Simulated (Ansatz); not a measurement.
`FCC=C(F)F` + HCl → `FC(F)=CCl` + `CF` at 600 K and 1 bar (substitution at a C–C bond).

Computed with Ansatz on PBE0-D4/def2-TZVP structures; ΔE is electronic, products minus reactants. CCSD(T)/CBS is the MP2 limit (def2-TZVPP, def2-QZVPP) plus CCSD(T) − MP2 in def2-TZVPP, frozen cores. This one scheme is used for every species. One conformer a species, not always the lowest.

```json
{"species": "`FCC=C(F)F`", "CCSD(T)/CBS energy (Eh)": "-415.29351", "H − E (kJ/mol)": "205.6", "S (J/(mol·K))": "402.4"}
{"species": "HCl", "CCSD(T)/CBS energy (Eh)": "-460.38127", "H − E (kJ/mol)": "35.4", "S (J/(mol·K))": "207.2"}
{"species": "`FC(F)=CCl`", "CCSD(T)/CBS energy (Eh)": "-736.01906", "H − E (kJ/mol)": "115.1", "S (J/(mol·K))": "361.6"}
{"species": "`CF`", "CCSD(T)/CBS energy (Eh)": "-139.63461", "H − E (kJ/mol)": "127.6", "S (J/(mol·K))": "254.6"}
```

H − E and S are ideal-gas, rigid-rotor, harmonic terms from PBE0-D4/def2-TZVP, for one conformer and one mirror image of each species. 1 Eh = 2625.50 kJ/mol, R = 8.31446 J/(mol·K).

Q: By hand: ΔE, ΔH, ΔS and ΔG.

A: ΔE = (-736.01906) + (-139.63461) − (-415.29351) − (-460.38127) = 0.02111 Eh = 55.4 kJ/mol. Δ(H − E) = 115.1 + 127.6 − 205.6 − 35.4 = 1.7, so ΔH = 57.1 kJ/mol. ΔS = 361.6 + 254.6 − 402.4 − 207.2 = 6.6 J/(mol·K). ΔG = 57.1 − 600 × (6.6)/1000 = 53.1 kJ/mol.

Q: By hand: the equilibrium constant, and the temperature at which ΔG would vanish if ΔH and ΔS stayed fixed.

A: log₁₀ K = −ΔG/(RT ln 10) = -4.6. ΔG = 0 at ΔH/ΔS = 8652 K, far beyond where these terms or the molecules hold.

The number of gas molecules stays the same, so ΔS is small and ΔH decides. A doubt of 5 kJ/mol in ΔE shifts log₁₀ K by 0.4 here. Other conformers and mirror images would add mixing entropy, several J/(mol·K) or more a flexible species. These are equilibria of isolated gas molecules and say nothing of rates. Largest T1 diagnostic: 0.012 (customary marks: 0.02 for closed shells, 0.045 for open ones).
